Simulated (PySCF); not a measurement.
# C2H2F2O: core ionisation energies

C₂H₂F₂O.
Cartesian coordinates in Å at the PBE0-D3(BJ)/def2-SVP level; atoms count from 1:
```
atom  x, y, z in Å
F1    -1.685   -0.516    0.094
C2    -0.622    0.136   -0.386
O3     0.418   -0.659   -0.855
C4     0.637    0.023    0.335
F5     0.666   -0.727    1.442
H6    -0.916    0.988   -1.013
H7     1.433    0.778    0.336
```

Computed with delta-SCF UKS SCAN, pcX-2 on the ionised atom, pcseg-1 elsewhere, spin-free X2C (PySCF 2.14.0). Each binding energy is the total energy of the core-ionised species, with the hole localised on one atom, minus that of the ground state; both are solved self-consistently, so orbital relaxation is included.

Q: What binding energy does each computed site have?

A: 
| atom(s) | environment | level | binding energy (eV) | count |
| --- | --- | --- | --- | --- |
| F1/F5 | alkyl fluorine | F 1s | 693.72 | 2 |
| O3 | epoxide oxygen | O 1s | 539.99 | 1 |
| C2/C4 | sp3 C–F carbon | C 1s | 295.48 | 2 |

Q: Which photon energy gives electrons from C 1s of C2/C4 a kinetic energy of 100 eV, and what is their de Broglie wavelength?

A: hν = 295.48 + 100 = 395.48 eV, recoil neglected; λ = 12.264 Å/√(E/eV) = 1.23 Å.

Atoms equivalent by their bonding share one computed value, that of the first of them. Geometry: PBE0-D3(BJ)/def2-SVP; no solvent, vibrations or thermal averaging.
